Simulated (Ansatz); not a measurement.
## [SiH₃···H···Si], triplet: transfer scan

Starting geometry:

```xyz
6

Si   -1.5764    0.0000    0.0000
H    -2.0712    1.3997    0.0000
H    -2.0712   -0.6999    1.2122
H    -2.0712   -0.6999   -1.2122
H    -0.0917    0.0000    0.0000
Si    1.8026    0.0000    0.0000
```

From there H5 is moved from one fragment to the other while all else, the fragments' distance too, stays fixed; atoms are numbered as listed. Energies are in kcal/mol, counted from the starting geometry at the same level. Kohn–Sham curves are unrestricted where that lies lower.

Basis cc-pVDZ; Ansatz 0.2.0. Correlated methods freeze the noble-gas cores. Prefix R: restricted or restricted open-shell reference; prefix U: unrestricted.

A value is left out where its run failed or describes another state than the reference as far as symmetry and spin tell, or, spin-broken singlets apart, can't be checked.

In so small a basis the reference is far from its limit while semilocal and hybrid functionals are nearer theirs (RPA and double hybrids share much of the reference's basis error), so the functionals' errors here hold much of the reference's basis and frozen-core error, which can add to them or hide them.

Full CI isn't at hand for all of this; UCCSDT(Q) serves as the reference, and is uncertain by about the last step of the cluster series.

| distance Si1-H5 (Å) | UCCSDT(Q) | SPW92 | PBE | r2SCAN | PBE0 | B3LYP | wB97X-V | wB97M-V | B2PLYP | RPA-PBE |
| --- | --- | --- | --- | --- | --- | --- | --- | --- | --- | --- |
| 1.381 | 3.2 | 5.2 | 4.9 | 4.5 | 4.3 | 3.8 | 3.5 | 3.2 | 3.4 | 3.1 |
| 1.485 | 0.0 | 0.0 | 0.0 | 0.0 | 0.0 | 0.0 | 0.0 | 0.0 | 0.0 | 0.0 |
| 1.550 | 0.6 | -0.7 | -0.5 | -0.3 | -0.1 | 0.2 | 0.5 | 0.6 | 0.4 | 0.6 |
| 1.614 | 2.6 | 0.1 | 0.4 | 0.9 | 1.3 | 1.7 | 2.4 | 2.6 | 2.3 | 2.6 |
| 1.679 | 5.8 | 2.1 | 2.6 | 3.3 | 4.0 | 4.6 | 5.8 | 6.0 | 5.4 | 5.8 |
| 1.744 | 10.2 | 5.3 | 5.9 | 6.8 | 7.8 | 8.5 | 10.3 | 10.4 | 9.6 | 10.0 |
| 1.809 | 15.5 | 9.7 | 10.4 | 11.4 | 12.8 | 13.5 | 16.1 | 16.0 | 14.9 | 15.3 |
| 1.874 | 22.0 | 15.3 | 16.1 | 17.2 | 19.0 | 19.7 | 23.1 | 22.9 | 21.3 | 21.5 |
| 1.939 | 29.8 | – | – | 24.4 | 26.7 | 27.3 | 31.7 | 31.1 | 29.2 | – |
